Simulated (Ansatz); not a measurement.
CHN, SMILES `C#N`: measurement beside calculation (Ansatz, PBE0-D4/def2-TZVP geometry).

Z-matrix (Å, degrees):
```
C
N 1 1.146
H 1 1.069 2 180.0
```

Measured: 13.6 eV (ionisation energy: adiabatic, first). Source: The C(3P) + NH3 reaction in interstellar chemistry: I. Investigation of the product formation channels, 2016 (arxiv:1603.08257).

```json
{"level": "PBE-D4/def2-TZVPP", "vertical IE (eV)": "13.77", "minus measured (eV)": "0.17"}
{"level": "r2SCAN-D4/def2-TZVPP", "vertical IE (eV)": "13.65", "minus measured (eV)": "0.05"}
{"level": "PBE0-D4/def2-TZVPP", "vertical IE (eV)": "13.65", "minus measured (eV)": "0.05"}
{"level": "B3LYP-D4/def2-TZVPP", "vertical IE (eV)": "13.75", "minus measured (eV)": "0.15"}
{"level": "ωB97X-V/def2-TZVPP", "vertical IE (eV)": "13.65", "minus measured (eV)": "0.05"}
{"level": "ωB97M-V/def2-TZVPP", "vertical IE (eV)": "13.62", "minus measured (eV)": "0.02"}
{"level": "B2PLYP/def2-TZVPP", "vertical IE (eV)": "13.78", "minus measured (eV)": "0.18"}
{"level": "HF/def2-TZVPP", "vertical IE (eV)": "12.03", "minus measured (eV)": "-1.57"}
{"level": "MP2/def2-TZVPP", "vertical IE (eV)": "14.09", "minus measured (eV)": "0.49"}
{"level": "CCSD/def2-TZVPP", "vertical IE (eV)": "13.62", "minus measured (eV)": "0.02"}
{"level": "CCSD(T)/def2-TZVPP", "vertical IE (eV)": "13.77", "minus measured (eV)": "0.17"}
{"level": "HF/def2-QZVPP", "vertical IE (eV)": "12.02", "minus measured (eV)": "-1.58"}
{"level": "MP2/def2-QZVPP", "vertical IE (eV)": "14.16", "minus measured (eV)": "0.56"}
{"level": "CCSD/def2-QZVPP", "vertical IE (eV)": "13.67", "minus measured (eV)": "0.07"}
{"level": "CCSD(T)/def2-QZVPP", "vertical IE (eV)": "13.84", "minus measured (eV)": "0.24"}
{"level": "HF/CBS(def2)", "vertical IE (eV)": "12.02", "minus measured (eV)": "-1.58"}
{"level": "MP2/CBS(def2)", "vertical IE (eV)": "14.22", "minus measured (eV)": "0.62"}
{"level": "CCSD/CBS(def2)", "vertical IE (eV)": "13.72", "minus measured (eV)": "0.12"}
{"level": "CCSD(T)/CBS(def2)", "vertical IE (eV)": "13.89", "minus measured (eV)": "0.29"}
{"level": "−ε(HOMO), LDA (SPW92)", "vertical IE (eV)": "9.12", "minus measured (eV)": "-4.48"}
{"level": "−ε(HOMO), PBE", "vertical IE (eV)": "9.04", "minus measured (eV)": "-4.56"}
{"level": "−ε(HOMO), revPBE", "vertical IE (eV)": "8.97", "minus measured (eV)": "-4.63"}
{"level": "−ε(HOMO), BLYP", "vertical IE (eV)": "8.89", "minus measured (eV)": "-4.71"}
{"level": "−ε(HOMO), r2SCAN", "vertical IE (eV)": "9.32", "minus measured (eV)": "-4.28"}
{"level": "−ε(HOMO), B97M-V", "vertical IE (eV)": "9.28", "minus measured (eV)": "-4.32"}
{"level": "−ε(HOMO), PBE0", "vertical IE (eV)": "10.43", "minus measured (eV)": "-3.17"}
{"level": "−ε(HOMO), B3LYP", "vertical IE (eV)": "10.17", "minus measured (eV)": "-3.43"}
{"level": "−ε(HOMO), r2SCANh", "vertical IE (eV)": "9.85", "minus measured (eV)": "-3.75"}
{"level": "−ε(HOMO), r2SCAN0", "vertical IE (eV)": "10.63", "minus measured (eV)": "-2.97"}
{"level": "−ε(HOMO), HSE06", "vertical IE (eV)": "10.02", "minus measured (eV)": "-3.58"}
{"level": "−ε(HOMO), BHLYP", "vertical IE (eV)": "11.66", "minus measured (eV)": "-1.94"}
{"level": "−ε(HOMO), CAM-B3LYP", "vertical IE (eV)": "11.91", "minus measured (eV)": "-1.69"}
{"level": "−ε(HOMO), LC-ωPBE", "vertical IE (eV)": "13.45", "minus measured (eV)": "-0.15"}
{"level": "−ε(HOMO), ωB97X-V", "vertical IE (eV)": "12.95", "minus measured (eV)": "-0.65"}
{"level": "−ε(HOMO), ωB97M-V", "vertical IE (eV)": "12.82", "minus measured (eV)": "-0.78"}
```

Computed values are vertical and leave out zero-point energy and spin–orbit coupling, so an adiabatic measurement lies lower by the cation's relaxation.

Measured: 3310 cm⁻¹ (nu1 C-H stretch, emission band centre, ground electronic state, time-resolved FTIR emission); 700 cm⁻¹ (nu2 bend, approximate emission band position, ground electronic state, time-resolved FTIR emission). Source: Predissociation of methyl cyanoformate: The HCN and HNC channels, 2016 (arxiv:1606.06230).

Harmonic PBE0-D4 wavenumbers (cm⁻¹, unscaled): 776, 776, 2223, 3457. Fundamentals include anharmonicity and usually lie a few per cent under these; harmonic values from spectra compare directly.

Enthalpy of formation at 298 K: 31.5 kcal/mol (zero for an element's reference state; older measured values of the G2 set, as listed by Staroverov and co-workers, J. Chem. Phys. 119, 12129, 2003). With their computed zero-point and thermal terms and the atoms' enthalpies of Curtiss and co-workers (1997) it gives an electronic atomization energy of 312.8 kcal/mol.

```
             level  atomization (kcal/mol)   error  error per bond
       LDA (SPW92)                   360.6    47.8            23.9
            PBE-D4                   326.4    13.6             6.8
         revPBE-D4                   316.4     3.7             1.8
           BLYP-D4                   321.0     8.2             4.1
         r2SCAN-D4                   308.0    -4.8            -2.4
            B97M-V                   309.9    -2.9            -1.5
           PBE0-D4                   311.3    -1.5            -0.7
          B3LYP-D4                   313.8     1.1             0.5
        r2SCANh-D4                   303.5    -9.3            -4.6
        r2SCAN0-D4                   296.8   -15.9            -8.0
          HSE06-D4                   311.6    -1.1            -0.6
          BHLYP-D4                   294.3   -18.5            -9.2
      CAM-B3LYP-D4                   313.0     0.2             0.1
           ωB97X-V                   311.6    -1.2            -0.6
           ωB97M-V                   313.6     0.8             0.4
            B2PLYP                   312.6    -0.2            -0.1
          PBE-QIDH                   306.5    -6.3            -3.1
               PBE                   325.9    13.2             6.6
            revPBE                   314.7     1.9             1.0
              BLYP                   320.0     7.2             3.6
            r2SCAN                   307.9    -4.9            -2.4
              PBE0                   310.9    -1.8            -0.9
             B3LYP                   313.2     0.4             0.2
           r2SCANh                   303.4    -9.4            -4.7
           r2SCAN0                   296.7   -16.0            -8.0
             HSE06                   311.3    -1.5            -0.7
             BHLYP                   293.8   -19.0            -9.5
         CAM-B3LYP                   312.7    -0.1            -0.1
           LC-ωPBE                   310.0    -2.8            -1.4
     HF/def2-TZVPP                   199.2  -113.5           -56.8
    MP2/def2-TZVPP                   313.2     0.4             0.2
SCS-MP2/def2-TZVPP                   312.7    -0.1             0.0
   CCSD/def2-TZVPP                   293.3   -19.5            -9.8
CCSD(T)/def2-TZVPP                   301.5   -11.2            -5.6
     HF/def2-QZVPP                   199.8  -113.0           -56.5
    MP2/def2-QZVPP                   319.1     6.3             3.1
SCS-MP2/def2-QZVPP                   319.7     7.0             3.5
   CCSD/def2-QZVPP                   298.6   -14.2            -7.1
CCSD(T)/def2-QZVPP                   307.3    -5.5            -2.7
      HF/CBS(def2)                   199.8  -112.9           -56.5
     MP2/CBS(def2)                   323.1    10.4             5.2
    CCSD/CBS(def2)                   302.2   -10.6            -5.3
 CCSD(T)/CBS(def2)                   311.3    -1.5            -0.8
```

Functionals use def2-TZVPP; B3LYP here is the variant with VWN-RPA as its local correlation; programs differ in this. The calculations leave out spin–orbit coupling, scalar relativity and, for the correlated methods, core correlation; together these are worth up to about 1 kcal/mol a heavy atom. HSE06 is defined as in plane-wave codes. CBS extrapolates def2-TZVPP and def2-QZVPP. T1 = 0.014.
